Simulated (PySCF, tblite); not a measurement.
**methanethiol and ammonia**

A gas-phase complex of methanethiol and ammonia; neutral, singlet. The structure comes from a short search (6 tight-binding starts) and was relaxed by PBE0-D3(BJ)/def2-SVPD; another way of binding may lie lower. No frequency run checks that it is a minimum.

Parts: 1 = methanethiol (CS), atoms 1–6; 2 = ammonia (N), atoms 7–10.

Coordinates in Å:
```
C1     -0.314    0.089    0.012
S2      1.061   -1.046   -0.322
H3     -0.244    0.520    1.019
H4     -1.240   -0.498   -0.048
H5     -0.364    0.893   -0.733
H6      2.057   -0.125   -0.176
N7      3.471    1.442    0.088
H8      4.195    1.114    0.720
H9      3.913    1.647   -0.804
H10     3.115    2.318    0.461
```

Contacts between parts, classed by geometry: H6···N7 2.127 Å (hydrogen bond, 175°).

Interaction energies are complex less parts, with the parts frozen as they stand in it; counterpoise-corrected, in kcal/mol (PySCF).

**Question.** How strongly do the parts interact, level by level?

**Answer.** 
```json
{"level": "wB97M-D3(BJ)/def2-TZVPD", "interaction": "-2.77", "superposition error removed": "-0.24"}
{"level": "PBE0-D3(BJ)/def2-TZVPD", "interaction": "-3.67", "superposition error removed": "-0.21"}
```

**Question.** What holds them together? Decompose the wB97M-D3(BJ)/def2-TZVPD energy: frozen parts, their antisymmetrised product, then relaxation.

**Answer.** electrostatic -7.3, Pauli repulsion +9.2, orbital relaxation -3.9, dispersion correction -1.0 kcal/mol, which sum to the value before the counterpoise correction; the Pauli term holds the exchange-correlation of the frozen density too. Of the attraction, 60 % is electrostatic, 32 % is orbital relaxation, 8 % is dispersion correction.

The parts were also relaxed and run alone, at the levels used for the complex: shieldings by PBE0/pcSseg-2.

**Question.** How do these values change when the complex forms?

**Answer.** 
| property | alone | in the complex | change |
| --- | --- | --- | --- |
| S2–H6 bond (Å) | 1.350 | 1.364 | +0.014 |
| shielding of H6 (ppm) | 29.78 | 25.03 | -4.75 |
| shielding of N7 (ppm) | 262.5 | 251.7 | -10.8 |
| shielding of S2 (ppm) | 627.1 | 645.2 | +18.1 |

The 3 runs behind this took 73 s in all, one thread each of Arm Neoverse V1 on a shared host, launched as `OMP_NUM_THREADS=1 python cluster_run.py task.json out`.
